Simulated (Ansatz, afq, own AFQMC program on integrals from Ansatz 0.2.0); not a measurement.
# AlPH, doublet: AFQMC among the cluster methods

```xyz
3

Al    0.0000    0.0000    0.1242
P     0.0000    0.0000   -1.8298
H     0.0000    0.0000    1.7056
```

Connectivity, by distances: AlH–P.

Basis 6-31G. Only valence electrons are correlated. Ansatz 0.2.0 and our own AFQMC program on the same integrals; the CISD trial comes from CCSD amplitudes, and released means the phaseless constraint is let go. Error bars are statistical, one sigma.

Determinant: UHF, the one that the program's search chose, which needn't be the lowest solution. The geometry is a point of a scan.

Full CI on the same integrals is exact in this basis and with this determinant's frozen core.

- T1 diagnostic: 0.0294
- weight of the determinant in the CISD state: 0.902
- ⟨S²⟩ of the determinant: 0.780
- size of the correlated space: 9 electrons in 18 orbitals

| level | correlation energy (eV) |
| --- | --- |
| MP2 | -1.9844 |
| CCSD | -2.5064 |
| CCSD(T) | -2.5867 |

(1) Estimate where AFQMC with the constraint released lies against CCSD(T) on the same integrals.

(1) 2.6 ± 0.1 kJ/mol below CCSD(T).

Reference: full CI, correlation energy -2.616 eV. The released energy is read at 2.40 1/Eh (meV from the phaseless value at times in 1/Eh: 0 ± 3 at 0.24, -3.1 ± 1.9 at 0.51, -3.1 ± 1.7 at 0.99, -6.0 ± 2.1 at 1.62, -6.0 ± 1.5 at 2.40).

```json
{"level": "CCSD(T)", "E − E(reference) (kJ/mol)": "2.8", "share of correlation (%)": "98.88"}
{"level": "CCSDT", "E − E(reference) (kJ/mol)": "0.3", "share of correlation (%)": "99.89"}
{"level": "CCSDT(Q)", "E − E(reference) (kJ/mol)": "-0.1", "share of correlation (%)": "100.03"}
{"level": "CCSDTQ", "E − E(reference) (kJ/mol)": "0.0", "share of correlation (%)": "100.00"}
{"level": "ph-AFQMC/CISD", "E − E(reference) (kJ/mol)": "0.8 ± 0.3", "share of correlation (%)": "99.68"}
{"level": "released AFQMC", "E − E(reference) (kJ/mol)": "0.2 ± 0.1", "share of correlation (%)": "99.91"}
```

CCSDT and higher add their correlation energy to the determinant of the CCSD(T) run, since their own runs factorise the integrals more tightly (a shift of under 2 meV). A walk keeps the symmetry of its determinant, which the program's search chose and which needn't be the lowest solution, so a lower state of the same spin and another symmetry isn't excluded. Released energies are given only where the last usable release times agree within the noise; a slower fall can still hide under it.
